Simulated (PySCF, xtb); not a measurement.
CH₃, SMILES [CH3], multiplicity 2.

Harmonic wavenumbers (cm⁻¹) from GFN2-xTB (xtb) at its own minimum, in rising order: 492, 1352, 1352, 3152, 3245, 3245.

### Question
What does PBE-D3(BJ)/def2-TZVPD in PySCF 2.14.0 give at its own minimum? (An estimate is asked for; the answer gives what the named calculation found.)

### Answer
527, 1355, 1355, 3050, 3229, 3229. Paired by order, the mean absolute difference is 29 cm⁻¹ and the zero-point energies are 18.4 and 18.2 kcal/mol.
